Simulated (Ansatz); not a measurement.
Geometry optimisation, RHF/def2-SVP (Ansatz 0.2.0).

input.yaml

```yaml
crystal:
  periodic: [false, false, false]
  atoms:
    - { symbol: C, position_ang: [-0.85911, 0.80375, 0.47671] }
    - { symbol: C, position_ang: [-0.21653, -0.23284, -0.14427] }
    - { symbol: C, position_ang: [-0.66964, -1.34003, -0.80891] }
    - { symbol: F, position_ang: [1.1934, -0.14727, -0.08] }
    - { symbol: H, position_ang: [-1.93495, 0.86598, 0.50423] }
    - { symbol: H, position_ang: [-0.29594, 1.58705, 0.95747] }
    - { symbol: H, position_ang: [0.01042, -2.04896, -1.25264] }
    - { symbol: H, position_ang: [-1.72637, -1.50772, -0.93575] }
total_charge: -1
basis:
  gaussian: { orbitals: def2-SVP }
hamiltonian:
  xc: hf
relax:
  f_tol: 0.015
  max_steps: 40
```

Run as:

```bash
$ ansatz run input.yaml --threads 1 --pin off --max-ram 2048MiB --backend cpu --events-out ev --progress --plain --runs-dir out
```

Where does it end, and by what steps?

It converged. Limits of this set-up: an anion without diffuse functions, the dipole of an ion depends on the origin. After 4 steps the energy has fallen by 0.060 eV; F4 moved furthest, 0.06 Å.

```csv
step,energy less start (eV),largest force component (eV/Å),accepted
0,0.0000,1.669,yes
1,-0.0487,0.800,yes
2,-0.0555,0.324,yes
3,-0.0596,0.031,yes
4,-0.0597,0.002,yes
```

```xyz
8
Properties=species:S:1:pos:R:3
C -0.854 0.819 0.486
C -0.226 -0.233 -0.145
C -0.669 -1.347 -0.824
F 1.134 -0.154 -0.085
H -1.935 0.880 0.513
H -0.265 1.592 0.963
H 0.045 -2.045 -1.243
H -1.729 -1.532 -0.946
```

Whether the end is a true minimum wasn't checked by a vibrational analysis.

The run took 5.8 s on 1 thread of Arm Neoverse V1, on a shared host, peak memory 0.13 GiB.
